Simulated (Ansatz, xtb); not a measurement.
A geometry optimisation of CH2AlN− with r2SCAN-D4/def2-SVPD

The starting geometry of this gas-phase doublet has its atoms placed at random.

```xyz
5

C     0.4054    0.1519   -1.4903
Al   -1.0694   -0.6767    0.3563
N    -0.8954   -1.3622   -1.2345
H     0.5557   -0.2703    0.5460
H     1.5961    0.1158   -1.0329
```

Task: Guess where an optimisation with r2SCAN-D4/def2-SVPD ends from this start.

Result: It ends as a structure given below by its coordinates. Distances that change by over a tenth: C1–H5 (1.28 → 1.13 Å). Contacts that close: C1–N3 (2.01 → 1.22 Å).

The energy falls by 5.56 eV over 27 steps:

```csv
step,E − E(last) (eV)
1,5.564
4,1.050
7,0.663
10,0.611
13,0.436
15,0.111
18,0.020
21,0.003
24,0.000
27,0.000
```

Final geometry (Å):

```yaml
atoms:
  - { symbol: C, position_ang: [0.5696, -0.0211, -1.8876] }
  - { symbol: Al, position_ang: [-0.9980, -1.0757, 0.5677] }
  - { symbol: N, position_ang: [-0.0098, -0.3448, -0.8605] }
  - { symbol: H, position_ang: [-0.3780, -0.0150, 1.7096] }
  - { symbol: H, position_ang: [1.4086, -0.5848, -2.3845] }
```

From the same start GFN2-xTB ends elsewhere, differing in Al2–H4 (2.00 against 1.68 Å here).

From so rough a start the end depends on the optimiser's path, so another program may land elsewhere. The end wasn't checked by frequencies. Open shells are spin-unrestricted. Run with Ansatz 0.2.0, 3.1 min on 1 thread of Intel(R) Xeon(R) Platinum 8375C CPU @ 2.90GHz (Ice Lake) (shared host).
